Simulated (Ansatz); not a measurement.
Molecular dynamics of CH6OSi

The input (input.yaml):

```yaml
crystal:
  periodic: [false, false, false]
  atoms:
    - { symbol: Si, position_ang: [0.088285, 0.050446, -0.006564] }
    - { symbol: H, position_ang: [0.090244, 0.79599, 1.172703] }
    - { symbol: H, position_ang: [1.574165, -0.37806, -0.107955] }
    - { symbol: H, position_ang: [-0.115359, 0.937069, -1.409101] }
    - { symbol: O, position_ang: [-0.543153, -1.548153, -0.162778] }
    - { symbol: C, position_ang: [-1.513427, -2.524906, 0.252106] }
    - { symbol: H, position_ang: [-1.131213, -3.260853, 1.024528] }
    - { symbol: H, position_ang: [-2.469895, -2.130556, 0.6068] }
    - { symbol: H, position_ang: [-1.497432, -3.127571, -0.710282] }
basis:
  gaussian: { orbitals: "6-31G*" }
hamiltonian:
  xc: blyp
md:
  timestep: 0.5
  n_steps: 166
  ensemble: nve
  temperature: 1000.0
  initial_velocities: maxwell_boltzmann
  seed: 526314
  masses: [{ species: H, mass: 2.014 }]
```

Launched with:

```bash
$ ansatz run input.yaml --threads 1 --pin off --max-ram 2048MiB --backend cpu --events-out ev --progress --plain --runs-dir out
```

It goes on from the last frame of an earlier run, with new velocities.

Output, in part (one step line in 3, the closing report, with atoms numbered from 0):

```
md step     0: t =     0.00 fs  T =  1000.0 K  F+E_penalty+E_count = -11056.70187561 eV  E_kin = 0.904820 eV  conserved = -11055.79705562 eV  (25 SCF iters)
md step     3: t =     1.50 fs  T =  1137.3 K  F+E_penalty+E_count = -11056.82667223 eV  E_kin = 1.029014 eV  conserved = -11055.79765817 eV  (28 SCF iters)
md step     6: t =     3.00 fs  T =  1225.0 K  F+E_penalty+E_count = -11056.90622466 eV  E_kin = 1.108403 eV  conserved = -11055.79782188 eV  (29 SCF iters)
md step     9: t =     4.50 fs  T =  1233.4 K  F+E_penalty+E_count = -11056.91356493 eV  E_kin = 1.116026 eV  conserved = -11055.79753875 eV  (28 SCF iters)
md step    12: t =     6.00 fs  T =  1192.7 K  F+E_penalty+E_count = -11056.87661773 eV  E_kin = 1.079139 eV  conserved = -11055.79747835 eV  (27 SCF iters)
md step    15: t =     7.50 fs  T =  1113.9 K  F+E_penalty+E_count = -11056.80542922 eV  E_kin = 1.007836 eV  conserved = -11055.79759325 eV  (28 SCF iters)
md step    18: t =     9.00 fs  T =   995.6 K  F+E_penalty+E_count = -11056.69804166 eV  E_kin = 0.900856 eV  conserved = -11055.79718551 eV  (26 SCF iters)
md step    21: t =    10.50 fs  T =   906.4 K  F+E_penalty+E_count = -11056.61648763 eV  E_kin = 0.820088 eV  conserved = -11055.79639946 eV  (28 SCF iters)
md step    24: t =    12.00 fs  T =   955.5 K  F+E_penalty+E_count = -11056.66090094 eV  E_kin = 0.864557 eV  conserved = -11055.79634392 eV  (27 SCF iters)
md step    27: t =    13.50 fs  T =  1149.6 K  F+E_penalty+E_count = -11056.83741717 eV  E_kin = 1.040199 eV  conserved = -11055.79721862 eV  (28 SCF iters)
md step    30: t =    15.00 fs  T =  1365.0 K  F+E_penalty+E_count = -11057.03314390 eV  E_kin = 1.235082 eV  conserved = -11055.79806222 eV  (27 SCF iters)
md step    33: t =    16.50 fs  T =  1470.8 K  F+E_penalty+E_count = -11057.12923610 eV  E_kin = 1.330837 eV  conserved = -11055.79839933 eV  (27 SCF iters)
md step    36: t =    18.00 fs  T =  1409.0 K  F+E_penalty+E_count = -11057.07308157 eV  E_kin = 1.274892 eV  conserved = -11055.79818989 eV  (27 SCF iters)
md step    39: t =    19.50 fs  T =  1211.3 K  F+E_penalty+E_count = -11056.89337694 eV  E_kin = 1.096026 eV  conserved = -11055.79735143 eV  (27 SCF iters)
md step    42: t =    21.00 fs  T =  1001.3 K  F+E_penalty+E_count = -11056.70242931 eV  E_kin = 0.906014 eV  conserved = -11055.79641553 eV  (27 SCF iters)
md step    45: t =    22.50 fs  T =   910.6 K  F+E_penalty+E_count = -11056.62036895 eV  E_kin = 0.823973 eV  conserved = -11055.79639547 eV  (27 SCF iters)
md step    48: t =    24.00 fs  T =   948.2 K  F+E_penalty+E_count = -11056.65498820 eV  E_kin = 0.857953 eV  conserved = -11055.79703565 eV  (27 SCF iters)
md step    51: t =    25.50 fs  T =  1028.0 K  F+E_penalty+E_count = -11056.72756214 eV  E_kin = 0.930186 eV  conserved = -11055.79737564 eV  (27 SCF iters)
md step    54: t =    27.00 fs  T =  1094.1 K  F+E_penalty+E_count = -11056.78733629 eV  E_kin = 0.989960 eV  conserved = -11055.79737661 eV  (27 SCF iters)
md step    57: t =    28.50 fs  T =  1139.3 K  F+E_penalty+E_count = -11056.82832399 eV  E_kin = 1.030890 eV  conserved = -11055.79743384 eV  (27 SCF iters)
md step    60: t =    30.00 fs  T =  1159.2 K  F+E_penalty+E_count = -11056.84639627 eV  E_kin = 1.048889 eV  conserved = -11055.79750694 eV  (27 SCF iters)
md step    63: t =    31.50 fs  T =  1155.9 K  F+E_penalty+E_count = -11056.84306771 eV  E_kin = 1.045870 eV  conserved = -11055.79719803 eV  (28 SCF iters)
md step    66: t =    33.00 fs  T =  1178.2 K  F+E_penalty+E_count = -11056.86288458 eV  E_kin = 1.066021 eV  conserved = -11055.79686329 eV  (27 SCF iters)
md step    69: t =    34.50 fs  T =  1266.2 K  F+E_penalty+E_count = -11056.94306630 eV  E_kin = 1.145727 eV  conserved = -11055.79733955 eV  (27 SCF iters)
md step    72: t =    36.00 fs  T =  1359.3 K  F+E_penalty+E_count = -11057.02774840 eV  E_kin = 1.229896 eV  conserved = -11055.79785212 eV  (27 SCF iters)
md step    75: t =    37.50 fs  T =  1390.0 K  F+E_penalty+E_count = -11057.05523056 eV  E_kin = 1.257655 eV  conserved = -11055.79757510 eV  (27 SCF iters)
md step    78: t =    39.00 fs  T =  1382.9 K  F+E_penalty+E_count = -11057.04864734 eV  E_kin = 1.251277 eV  conserved = -11055.79737000 eV  (26 SCF iters)
md step    81: t =    40.50 fs  T =  1361.7 K  F+E_penalty+E_count = -11057.02961630 eV  E_kin = 1.232127 eV  conserved = -11055.79748919 eV  (28 SCF iters)
md step    84: t =    42.00 fs  T =  1317.7 K  F+E_penalty+E_count = -11056.98951573 eV  E_kin = 1.192266 eV  conserved = -11055.79725012 eV  (28 SCF iters)
md step    87: t =    43.50 fs  T =  1285.2 K  F+E_penalty+E_count = -11056.95980330 eV  E_kin = 1.162907 eV  conserved = -11055.79689617 eV  (28 SCF iters)
md step    90: t =    45.00 fs  T =  1314.9 K  F+E_penalty+E_count = -11056.98669588 eV  E_kin = 1.189734 eV  conserved = -11055.79696234 eV  (28 SCF iters)
md step    93: t =    46.50 fs  T =  1401.9 K  F+E_penalty+E_count = -11057.06578956 eV  E_kin = 1.268449 eV  conserved = -11055.79734092 eV  (29 SCF iters)
md step    96: t =    48.00 fs  T =  1493.9 K  F+E_penalty+E_count = -11057.14940085 eV  E_kin = 1.351695 eV  conserved = -11055.79770567 eV  (28 SCF iters)
md step    99: t =    49.50 fs  T =  1535.2 K  F+E_penalty+E_count = -11057.18707460 eV  E_kin = 1.389054 eV  conserved = -11055.79802028 eV  (28 SCF iters)
md step   102: t =    51.00 fs  T =  1476.5 K  F+E_penalty+E_count = -11057.13436152 eV  E_kin = 1.335937 eV  conserved = -11055.79842500 eV  (28 SCF iters)
md step   105: t =    52.50 fs  T =  1270.1 K  F+E_penalty+E_count = -11056.94754992 eV  E_kin = 1.149209 eV  conserved = -11055.79834087 eV  (28 SCF iters)
md step   108: t =    54.00 fs  T =   960.1 K  F+E_penalty+E_count = -11056.66546992 eV  E_kin = 0.868755 eV  conserved = -11055.79671522 eV  (27 SCF iters)
md step   111: t =    55.50 fs  T =   789.3 K  F+E_penalty+E_count = -11056.50936992 eV  E_kin = 0.714152 eV  conserved = -11055.79521774 eV  (28 SCF iters)
md step   114: t =    57.00 fs  T =   952.9 K  F+E_penalty+E_count = -11056.65874144 eV  E_kin = 0.862230 eV  conserved = -11055.79651185 eV  (28 SCF iters)
md step   117: t =    58.50 fs  T =  1280.7 K  F+E_penalty+E_count = -11056.95716877 eV  E_kin = 1.158810 eV  conserved = -11055.79835851 eV  (28 SCF iters)
md step   120: t =    60.00 fs  T =  1497.7 K  F+E_penalty+E_count = -11057.15383133 eV  E_kin = 1.355184 eV  conserved = -11055.79864707 eV  (28 SCF iters)
md step   123: t =    61.50 fs  T =  1528.3 K  F+E_penalty+E_count = -11057.18089710 eV  E_kin = 1.382831 eV  conserved = -11055.79806613 eV  (28 SCF iters)
md step   126: t =    63.00 fs  T =  1444.6 K  F+E_penalty+E_count = -11057.10440680 eV  E_kin = 1.307099 eV  conserved = -11055.79730758 eV  (29 SCF iters)
md step   129: t =    64.50 fs  T =  1357.7 K  F+E_penalty+E_count = -11057.02527581 eV  E_kin = 1.228477 eV  conserved = -11055.79679834 eV  (29 SCF iters)
md step   132: t =    66.00 fs  T =  1342.1 K  F+E_penalty+E_count = -11057.01123942 eV  E_kin = 1.214317 eV  conserved = -11055.79692278 eV  (28 SCF iters)
md step   135: t =    67.50 fs  T =  1382.5 K  F+E_penalty+E_count = -11057.04835651 eV  E_kin = 1.250872 eV  conserved = -11055.79748456 eV  (26 SCF iters)
md step   138: t =    69.00 fs  T =  1401.5 K  F+E_penalty+E_count = -11057.06598877 eV  E_kin = 1.268112 eV  conserved = -11055.79787712 eV  (27 SCF iters)
md step   141: t =    70.50 fs  T =  1347.7 K  F+E_penalty+E_count = -11057.01711538 eV  E_kin = 1.219469 eV  conserved = -11055.79764604 eV  (28 SCF iters)
md step   144: t =    72.00 fs  T =  1259.2 K  F+E_penalty+E_count = -11056.93653618 eV  E_kin = 1.139368 eV  conserved = -11055.79716787 eV  (27 SCF iters)
md step   147: t =    73.50 fs  T =  1200.4 K  F+E_penalty+E_count = -11056.88364306 eV  E_kin = 1.086107 eV  conserved = -11055.79753586 eV  (28 SCF iters)
md step   150: t =    75.00 fs  T =  1141.7 K  F+E_penalty+E_count = -11056.83071151 eV  E_kin = 1.033070 eV  conserved = -11055.79764150 eV  (28 SCF iters)
md step   153: t =    76.50 fs  T =  1086.0 K  F+E_penalty+E_count = -11056.77952738 eV  E_kin = 0.982634 eV  conserved = -11055.79689321 eV  (28 SCF iters)
md step   156: t =    78.00 fs  T =  1121.3 K  F+E_penalty+E_count = -11056.81173754 eV  E_kin = 1.014570 eV  conserved = -11055.79716775 eV  (29 SCF iters)
md step   159: t =    79.50 fs  T =  1211.0 K  F+E_penalty+E_count = -11056.89378221 eV  E_kin = 1.095768 eV  conserved = -11055.79801410 eV  (29 SCF iters)
md step   162: t =    81.00 fs  T =  1237.1 K  F+E_penalty+E_count = -11056.91743680 eV  E_kin = 1.119385 eV  conserved = -11055.79805217 eV  (28 SCF iters)
md step   165: t =    82.50 fs  T =  1177.8 K  F+E_penalty+E_count = -11056.86327344 eV  E_kin = 1.065658 eV  conserved = -11055.79761557 eV  (30 SCF iters)
md step   166: t =    83.00 fs  T =  1147.9 K  F+E_penalty+E_count = -11056.83617487 eV  E_kin = 1.038668 eV  conserved = -11055.79750709 eV  (26 SCF iters)
Total energy: -11056.83645982 eV, -406.3312453055 hartree
Atom 0 at     0.153569    -0.287476     0.017961 Å, force     0.596237     2.831805    -1.224334 eV/Å
Atom 1 at    -0.248154    -0.111051     1.421660 Å, force     0.754096     0.220843     0.757399 eV/Å
Atom 2 at     1.561066    -0.894500    -0.281141 Å, force    -0.883346     0.255858     0.354420 eV/Å
Atom 3 at     0.001496     1.134833    -0.645517 Å, force     0.485127    -0.987241     0.377169 eV/Å
Atom 4 at    -1.165477    -1.114081    -0.539781 Å, force     0.194146    -1.413196     0.415562 eV/Å
Atom 5 at    -1.084968    -2.263761     0.418468 Å, force    -3.313819     0.377995    -0.465031 eV/Å
Atom 6 at    -1.485318    -1.847985     1.489507 Å, force     1.252122    -1.547425    -2.090962 eV/Å
Atom 7 at    -1.795162    -3.016251    -0.048346 Å, force     0.340187     0.485807     0.921926 eV/Å
Atom 8 at    -0.105345    -2.722374     0.301257 Å, force     0.575251    -0.224445     0.953851 eV/Å
Dipole moment:     0.144749    -0.299380     0.235528 e Å
```

The run went to its last step. The conserved energy stayed within 0.21 meV per atom of its start (net change -0.05 meV per atom), so the integration is sound. A run of 0.083 ps of so small a system gives no equilibrium averages.

The same pairs are bonded in the first frame and the last. Pairs count as bonded within 1.25 times the sum of covalent radii (0.12 Å more for H–H).

Last frame:

```xyz
9
Properties=species:S:1:pos:R:3
Si 0.154 -0.287 0.018
H -0.248 -0.111 1.422
H 1.561 -0.894 -0.281
H 0.002 1.135 -0.645
O -1.165 -1.114 -0.540
C -1.085 -2.264 0.418
H -1.485 -1.848 1.490
H -1.795 -3.016 -0.048
H -0.105 -2.722 0.301
```

Run time: 3.9 min on 1 thread of Arm Neoverse V2, on a shared host, peak memory 0.11 GiB.
